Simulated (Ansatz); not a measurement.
# BSiC+ (triplet): wave-function methods side by side, cc-pVTZ

The task here is to estimate one member of a computed series from the others.

Method: cc-pVTZ, core rule «outside noble gas», up to 7 orbitals frozen; program: Ansatz 0.2.0, Gaussian basis.

Plan: UHF; CCSD(T) on ROHF; CCSD(T) on UHF; BCCD(T) on ROHF; CCSDT(Q) on ROHF; CCSDT(Q) on UHF; CASSCF and NEVPT2, 10 electrons in 12 orbitals.

5 further runs of the same task are left out: 5 set aside as unsound or not needed.

### The geometry

The geometry is a PBE0/def2-TZVP stationary point (not a proven minimum) of the parent state, kept for this charge and spin.

3 atoms, charge 1, spin multiplicity 3.

Atoms are counted from 1 here; the program's logs count them from 0.

Bond lengths: B1–C2 1.370 Å, C2–Si3 1.676 Å. Angles: B1–C2–Si3 180.0°.

Set-up of the first run:

Input file in.yaml:

```yaml
crystal:
  periodic: [false, false, false]
  atoms:
    - {symbol: B, position_ang: [0.000000, 0.000000, -1.472133]}
    - {symbol: C, position_ang: [0.000000, 0.000000, -0.102133]}
    - {symbol: Si, position_ang: [0.000000, 0.000000, 1.574267]}
basis:
  gaussian: {orbitals: cc-pVTZ}
total_charge: 1
magnetization: {spin_polarized: true, initial_magnetization: 2}
hamiltonian: {xc: hf}
output: {orbitals: {seedname: orbitals}}
```

On the command line:

```bash
$ ansatz run in.yaml --threads 1 --pin off --events-out ev --progress --plain --max-ram 4096MiB --backend cpu
```

Steps of the session up to this table: UHF; CCSD(T) on ROHF; CCSD(T) on UHF; BCCD(T) on ROHF; CCSDT(Q) on ROHF; CCSDT(Q) on UHF; CASSCF and NEVPT2, 10 electrons in 12 orbitals.

One table of the session follows, with a row left open; its other results are not shown here.

```
        method  from UCCSDT(Q) (meV)
          ROHF               +7748.6
           UHF               +7638.9
          RMP2               +1264.5
          UMP2                     ?
         RCCSD                +465.0
         UCCSD                +461.1
      RCCSD(T)                 +74.0
      UCCSD(T)                 +75.2
       BCCD(T)                 +72.3
        RCCSDT                 +29.5
        UCCSDT                 +28.5
     RCCSDT(Q)                  +2.8
     UCCSDT(Q)                     0
CASSCF valence               +4454.2
NEVPT2 valence               +1005.2
```

Estimate the missing values for UMP2.

As computed: from UCCSDT(Q) (meV): +1280.8. In the column «from UCCSDT(Q) (meV)» it lies between RMP2 (+1264.5) and CASSCF valence (+4454.2).

Among the levels timed on like hardware and quicker than the yardstick, those that no quicker one beats, quickest first: UCCSD(T) (8.5 s, +75.2 meV); BCCD(T) (10 s, +72.3 meV); RCCSDT(Q) (45 s, +2.8 meV).

Caveats from the session: Restricted and unrestricted rows rest on different reference determinants; where their highest levels disagree by more than a few hundredths of an eV, they describe different states and don't form one ladder.
